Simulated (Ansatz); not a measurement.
**wB97M-V/6-311+G(d,p) run of CH7BSi (SMILES CB[SiH3])**

What is the vertical singlet–triplet gap of CH7BSi at wB97M-V/6-311+G**? 

Program for the calculation: Ansatz 0.2.0.

65 further runs of the same task are left out: 65 set aside as unsound or not needed.

### 1 The molecule

CH7BSi: 10 atoms, total charge 0, spin state singlet. SMILES: `CB[SiH3]`. The coordinates come from a PBE0-D4/def2-TZVP relaxation.

Bond lengths: C1–B2 1.550 Å, B2–Si3 2.018 Å, C1–H4 1.106 Å, C1–H5 1.092 Å, C1–H6 1.091 Å, B2–H7 1.201 Å, Si3–H8 1.491 Å, Si3–H9 1.491 Å, Si3–H10 1.494 Å. Some angles: C1–B2–Si3 124.4°, C1–B2–H7 118.6°, Si3–B2–H7 117.0°, B2–C1–H4 102.7°, B2–C1–H5 114.9°, B2–C1–H6 116.1°, B2–Si3–H8 111.7°, B2–Si3–H9 114.0°, B2–Si3–H10 107.9°, H4–C1–H5 105.3°.

### 2 The energy at wB97M-V/6-311+G(d,p)

molecule.yaml

```yaml
basis:
  gaussian: {orbitals: 6-311+G_st__st_-spherical.json}
crystal:
  periodic: [false, false, false]
  atoms:
    - {symbol: C, position_ang: [-1.087900, 0.975000, -0.576900]}
    - {symbol: B, position_ang: [0.112000, 0.000300, -0.689900]}
    - {symbol: Si, position_ang: [1.014100, -0.883100, 0.884800]}
    - {symbol: H, position_ang: [-1.958400, 0.307500, -0.716200]}
    - {symbol: H, position_ang: [-1.157900, 1.712200, -1.380000]}
    - {symbol: H, position_ang: [-1.228600, 1.454100, 0.393400]}
    - {symbol: H, position_ang: [0.516800, -0.288200, -1.783700]}
    - {symbol: H, position_ang: [1.154200, -2.354100, 0.685500]}
    - {symbol: H, position_ang: [0.324900, -0.654200, 2.186700]}
    - {symbol: H, position_ang: [2.393700, -0.320800, 0.999300]}
hamiltonian: {xc: {name: wB97M-V}}
output: {orbitals: {seedname: orbitals}}
accuracy: high
```

The basis set 6-311+G** is read from a file made from the Basis Set Exchange's data (not shown).

Started as:

```console
$ ansatz run molecule.yaml --threads 1 --pin off --max-ram 3480MiB --events-out events.jsonl --progress --plain --runs-dir runs
```

Output:

```text
Warning: RAYON_NUM_THREADS=1 ignored (pool sized by the plan → 1); use --threads N
Functional definition: wB97M-V
  name "wB97M-V"
  parameter omega = 0.3/bohr
  parameter cx = 0.15
  parameter cx01 = 1.007
  parameter cx10 = 0.259
  parameter css00 = 0.443
  parameter css04 = -1.437
  parameter css10 = -4.535
  parameter css20 = -3.390
  parameter css43 = 4.278
  parameter cos00 = 1.000
  parameter cos10 = 1.358
  parameter cos20 = 2.924
  parameter cos21 = -8.812
  parameter cos60 = -1.390
  parameter cos61 = 9.142
  parameter b = 6.0
  parameter c = 0.01
  gx(w, u) = 1 - cx + cx01*u + cx10*w
  gss(w, u) = css00 + css04*u^4 + css10*w + css20*w^2 + css43*w^4*u^3
  gos(w, u) = cos00 + cos10*w + (cos20 + cos21*u)*w^2 + (cos60 + cos61*u)*w^6
  exchange = spin_sum(e_x_unif_sr(omega)*gx(b97_w, b97_u_x)) + cx*exact_x_sr(omega) + exact_x_lr(omega)
  correlation = spin_sum(e_c_pw_mod_same_spin*gss(b97_w, b97_u_same))
      + integral(e_c_pw_mod_opposite_spin*gos(b97_w_opposite, b97_u_opposite)) + vv10(b, c)
2301 factors; integrals over basis functions are off by at most 4.2e-9 eV
484 factors; integrals over basis functions are off by at most 2.3e-9 eV
mean field evaluation 1: about -9699.3096 eV, gradient 3.8e1 eV
mean field evaluation 2: about -9700.9711 eV, gradient 2.7e1 eV
mean field evaluation 4: about -9702.6980 eV, gradient 4.4e-1 eV
mean field evaluation 8: about -9702.7047 eV, gradient 2.4e-2 eV
mean field evaluation 16: about -9702.7047 eV, gradient 1.6e-5 eV
mean field -9702.70473957 eV, -356.5678224498 hartree, gradient 4.7e-8 eV, S^2 0.000000; 0 other end points of the search recorded, 0 dependent functions left out
reference -9702.70474877 eV, -356.5678227880 hartree; 16, 16 occupied and 100, 100 virtual orbitals, 2301 factors
Total energy: -9702.70474877 eV, -356.5678227880 hartree
```

Wall time 76 s (1 thread of Arm Neoverse V2, shared host); peak memory 0.69 GiB.

### 3 The triplet at the same level

in.yaml

```yaml
crystal:
  periodic: [false, false, false]
  atoms:
    - {symbol: C, position_ang: [-1.087900, 0.975000, -0.576900]}
    - {symbol: B, position_ang: [0.112000, 0.000300, -0.689900]}
    - {symbol: Si, position_ang: [1.014100, -0.883100, 0.884800]}
    - {symbol: H, position_ang: [-1.958400, 0.307500, -0.716200]}
    - {symbol: H, position_ang: [-1.157900, 1.712200, -1.380000]}
    - {symbol: H, position_ang: [-1.228600, 1.454100, 0.393400]}
    - {symbol: H, position_ang: [0.516800, -0.288200, -1.783700]}
    - {symbol: H, position_ang: [1.154200, -2.354100, 0.685500]}
    - {symbol: H, position_ang: [0.324900, -0.654200, 2.186700]}
    - {symbol: H, position_ang: [2.393700, -0.320800, 0.999300]}
basis:
  gaussian:
    orbitals: 6-311+G_st__st_-spherical.json
output: {orbitals: {seedname: orbitals}}
magnetization:
  spin_polarized: true
  initial_magnetization: 2
hamiltonian:
  xc: {name: wB97M-V}
accuracy: high
```

The basis set 6-311+G** is read from a file made from the Basis Set Exchange's data (not shown).

Started as:

```console
$ ansatz run in.yaml --threads 1 --pin off --max-ram 3480MiB --events-out events.jsonl --progress --plain --runs-dir runs
```

Output, shortened:

```text
Warning: RAYON_NUM_THREADS=1 ignored (pool sized by the plan → 1); use --threads N
[... 2 set-up lines as earlier in the session ...]
[...]
  gx(w, u) = 1 - cx + cx01*u + cx10*w
  gss(w, u) = css00 + css04*u^4 + css10*w + css20*w^2 + css43*w^4*u^3
  gos(w, u) = cos00 + cos10*w + (cos20 + cos21*u)*w^2 + (cos60 + cos61*u)*w^6
[...]
      + integral(e_c_pw_mod_opposite_spin*gos(b97_w_opposite, b97_u_opposite)) + vv10(b, c)
2301 factors; integrals over basis functions are off by at most 4.2e-9 eV
484 factors; integrals over basis functions are off by at most 2.3e-9 eV
[...]
mean field -9698.74446325 eV, -356.4222849793 hartree, gradient 6.7e-8 eV, S^2 2.002758; 2 other end points of the search recorded, 0 dependent functions left out
reference -9698.74447171 eV, -356.4222852901 hartree; 17, 15 occupied and 99, 101 virtual orbitals, 2301 factors
Total energy: -9698.74447171 eV, -356.4222852901 hartree
```

It took 2.5 min on 1 thread of Arm Neoverse V2, shared host; peak memory 1.2 GiB.

### 4 Results

Level: wB97M-V/6-311+G**.

| quantity | value |
| --- | --- |
| singlet: total energy | -356.56782 Eh |
| singlet: HOMO energy | -10.11 eV |
| singlet: LUMO energy | 0.09 eV |
| singlet: HOMO–LUMO gap | 10.20 eV |
| triplet: total energy | -356.42229 Eh |
| triplet: HOMO energy (highest over α and β) | -6.20 eV |
| triplet: LUMO energy (lowest over α and β) | -3.82 eV |
| triplet: ⟨S²⟩ | 2.003 |
| vertical energy of the triplet above the singlet | 3.960 eV |

What this shows: At this shape the triplet lies 3.96 eV (382 kJ/mol) above the singlet.
